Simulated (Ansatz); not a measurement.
# SiNH5 (singlet): from Hartree-Fock to the top rungs at twist about Si1–N2 = 90.0°, cc-pVDZ

An exercise on one series of results from a longer session: the logs are not shown, and one member is left open.

Method: cc-pVDZ, core rule «outside noble gas», up to 6 orbitals frozen; program: Ansatz 0.2.0, Gaussian basis.

Plan: UHF; CCSD(T) on RHF; BCCD(T) on RHF; CISD; CCSDT(Q) on RHF; CASSCF and NEVPT2, 2 electrons in 2 orbitals; CASSCF and NEVPT2, 8 electrons in 8 orbitals.

16 further runs of the same task are left out: 13 that didn't finish, 3 set aside as unsound or not needed.

### What is computed

The geometry derives from a PBE0/def2-TZVP stationary point (not a proven minimum). One half is turned about the bond named; the halves are rigid.

7 atoms, charge 0, spin multiplicity 1.

Atoms are counted from 1 here; the program's logs count them from 0.

Bond lengths: Si1–N2 1.720 Å, Si1–H3 1.486 Å, Si1–H4 1.486 Å, Si1–H5 1.494 Å, N2–H6 1.007 Å, N2–H7 1.007 Å. Angles: N2–Si1–H3 107.9°, N2–Si1–H4 107.9°, N2–Si1–H5 116.0°, H3–Si1–H4 110.5°, H3–Si1–H5 107.3°, H4–Si1–H5 107.3°, Si1–N2–H6 119.6°, Si1–N2–H7 119.6°, H6–N2–H7 110.6°.

Geometry (Å):

```mol
H5NSi
  3D, bonds by distance, orders not assigned

  7  6  0  0  0  0  0  0  0  0999 V2000
   -0.0235   -0.0121    0.5721 Si  0  0
    0.0417   -0.0121   -1.1470 N   0  0
    0.6721   -1.2328    1.0554 H   0  0
    0.6721    1.2085    1.0554 H   0  0
   -1.3907   -0.0121    1.1748 H   0  0
   -0.7671    0.2718   -1.6759 H   0  0
    0.8883    0.2718   -1.6131 H   0  0
  1  2  8  0
  1  3  8  0
  1  4  8  0
  1  5  8  0
  2  6  8  0
  2  7  8  0
M  END
```

The first run:

in.yaml reads:

```yaml
crystal:
  periodic: [false, false, false]
  atoms:
    - {symbol: Si, position_ang: [-0.023485, -0.012147, 0.572148]}
    - {symbol: N, position_ang: [0.041711, -0.012147, -1.146986]}
    - {symbol: H, position_ang: [0.672135, -1.232832, 1.055368]}
    - {symbol: H, position_ang: [0.672133, 1.208538, 1.055368]}
    - {symbol: H, position_ang: [-1.390667, -0.012148, 1.174789]}
    - {symbol: H, position_ang: [-0.767144, 0.271846, -1.675917]}
    - {symbol: H, position_ang: [0.888305, 0.271847, -1.613137]}
basis:
  gaussian: {orbitals: cc-pVDZ}
magnetization: {spin_polarized: true, initial_magnetization: 0}
hamiltonian: {xc: hf}
output: {orbitals: {seedname: orbitals}}
```

Command:

```sh
$ ansatz run in.yaml --threads 1 --pin off --events-out ev --progress --plain --max-ram 2393MiB
```

Among the steps run: UHF; CCSD(T) on RHF; BCCD(T) on RHF; CISD; CCSDT(Q) on RHF; CASSCF and NEVPT2, 2 electrons in 2 orbitals; CASSCF and NEVPT2, 8 electrons in 8 orbitals.

One of the session's tables, all rows but one given; the rest of the session is left out.

It belongs to the step «Misses and costs». 

```
         method  from RCCSDT(Q) (meV)
            RHF               +8831.2
           RMP2               +1167.8
           CISD                +957.9
          RCCSD                     ?
       RCCSD(T)                 +32.5
        BCCD(T)                 +31.7
         RCCSDT                 +14.2
      RCCSDT(Q)                     0
    CASSCF pair               +8369.5
    NEVPT2 pair               +1195.4
CASSCF frontier               +5946.0
NEVPT2 frontier               +1377.9
```

Estimate the missing values for RCCSD.

**Answer.** from RCCSDT(Q) (meV): +215.1. In the column «from RCCSDT(Q) (meV)» it lies between RCCSD(T) (+32.5) and CISD (+957.9).
